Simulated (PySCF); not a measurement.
Compound: 3-pyrroline, C₄H₇N.
Structure used (GFN2-xTB), in Å, numbered top down from 1:
```xyz
12
C4H7N angstrom
C      0.367    1.168    0.099
C     -0.907    0.829    0.024
C     -1.030   -0.655   -0.201
N      0.315   -1.191    0.031
C      1.234   -0.052   -0.067
H      0.782    2.150    0.233
H     -1.767    1.471    0.084
H     -1.315   -0.851   -1.243
H     -1.773   -1.128    0.444
H      0.364   -1.579    0.967
H      2.039   -0.112    0.669
H      1.692   -0.051   -1.066
```

Probes without a nucleus sit at each ring's centroid and 1 Å off its mean plane on both sides; NICS is minus the shielding there, NICSzz its component along the normal. Level: GIAO PBE0/pcSseg-1 (PySCF, non-relativistic, gas phase) on the GFN2-xTB geometry, one conformer.

Ring bond lengths (Å), with Mayer bond orders in brackets: C1–C2 1.321 (1.88), C2–C3 1.506 (1.02), C3–N4 1.466 (1.00), N4–C5 1.466 (1.00), C5–C1 1.506 (1.02).

What do the NICS probes read (ppm)?

```
          ring                                                     type  NICS(0)  NICS(1), two faces  NICS(1)zz, two faces  rms pucker (Å)  centre to ring atoms, mean (Å)
C1–C2–C3–N4–C5  5-membered ring with N; formal bonds 1 double, 4 single     -3.5         -3.7 / -2.5           -6.2 / -5.2            0.08                            1.23
```

What can be read from them?

- C1–C2–C3–N4–C5: mean NICS(1)zz -5.7 ppm, shielded. C3, C5 have four or more neighbours, so the value isn't read as a sign of a π ring current.

What field does 1 T along the ring normal induce along that normal at the first NICS(1) probe listed for ring C1–C2–C3–N4–C5, 1 Å off the ring?

NICSzz × B0 = -6.2 ppm × 1 T = -6 μT, against the applied field.

How shielded are the nuclei of the rings and their hydrogens (means over atoms taken as equivalent)?

| atoms | environment | σ isotropic (ppm) | principal values of the symmetric part, first atom (ppm) |
| --- | --- | --- | --- |
| C1 (×2) | alkene CH carbon | 48.7 | -60.3, 61.8, 144.7 |
| C3 (×2) | sp3 carbon bound to nitrogen | 127.4 | 91.8, 133.8, 156.7 |
| N4 | secondary amine nitrogen | 225.4 | 170.2, 233.3, 272.6 |
| H6 (×2) | vinylic hydrogen | 25.58 | 24.4, 25.1, 27.3 |
| H8 (×4) | methylene hydrogen | 27.86 | 22.7, 26.6, 34.1 |
| H10 | N–H hydrogen | 31.04 | 21.5, 29.8, 41.8 |

On an Arm Neoverse V1 with one thread, no GPU, shared host with 64 logical CPUs at a one-minute load of 48, this took 8.8 s of wall time and 0.54 GiB of memory at its peak. This is the whole shielding run at PBE0/pcSseg-1, SCF included.
